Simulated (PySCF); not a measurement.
Two structures of BH$_{5}$S, closed shell, reached by relaxing down either side of one saddle point (PBE0-D4/def2-TZVP). Energies are electronic, without zero-point energy. PySCF 2.14 with density fitting (its default auxiliary sets; JK sets also for MP2 and CCSD(T)); basis: def2-TZVPP and def2-QZVPP; cores frozen in the correlated methods. Extrapolation: Hartree–Fock as exp(−7.88 √X), correlation as X^−2.97. First:

```tsv
atom	x (Å)	y (Å)	z (Å)
B1	0.2823	0.0701	-0.8551
S2	1.1231	1.4361	-0.1175
H3	-0.8618	0.1446	-1.1746
H4	0.9331	-0.9149	-1.0155
H5	-0.6134	-1.2850	1.8381
H6	-0.9799	-1.7843	1.4211
H7	0.1153	2.3258	-0.1000
```

Second:

```tsv
atom	x (Å)	y (Å)	z (Å)
B1	-0.2437	-0.6773	-0.4692
S2	0.6538	0.9553	0.1881
H3	-0.6923	-0.2706	-1.5137
H4	0.7066	-1.4097	-0.6024
H5	0.9836	0.6512	1.4572
H6	-1.0479	-0.9966	0.3658
H7	-0.3660	1.7414	0.5814
```

Problem. Which bonds change from the first to the second?

Solution. BH₃S ([BH2][SH]) + H₂ → BH₃ + H₂S (still joined by a long B–S bond); bonds formed: B1–H6, S2–H5; bonds broken: H5–H6; bonds weakened to dative contacts: B1–S2.

Problem. Give the saddle point's structure and its height above each. (An estimate is asked for; the value comes from the calculation.)

Solution. Computed: 1.063 eV above the first and 0.794 eV above the second (CCSD(T) at an estimated basis limit (MP2 extrapolated from triple and quadruple zeta, plus CCSD(T) − MP2 in triple zeta)).
```json
{"atom": "B1", "x (Å)": "-0.1787", "y (Å)": "-0.6083", "z (Å)": "-0.2191"}
{"atom": "S2", "x (Å)": "0.9765", "y (Å)": "1.0813", "z (Å)": "-0.1995"}
{"atom": "H3", "x (Å)": "-1.2030", "y (Å)": "-0.3807", "z (Å)": "-0.7820"}
{"atom": "H4", "x (Å)": "0.5834", "y (Å)": "-1.4651", "z (Å)": "-0.5481"}
{"atom": "H5", "x (Å)": "0.2575", "y (Å)": "0.1721", "z (Å)": "0.8577"}
{"atom": "H6", "x (Å)": "-0.4126", "y (Å)": "-0.7745", "z (Å)": "1.0146"}
{"atom": "H7", "x (Å)": "-0.0232", "y (Å)": "1.9750", "z (Å)": "-0.1237"}
```

The T1 diagnostic stays at or below 0.015.

Labels in which every atom is bracketed show which atoms are joined, not bond orders.

For scale, one of the runs: CCSD(T)/def2-TZVPP, 143 basis functions, launched by `OMP_NUM_THREADS=4 python run.py`. Hardware: 4 CPU threads of an Intel Xeon 6975P-C, shared host. Wall time 27 s; peak host memory 0.7 GiB.
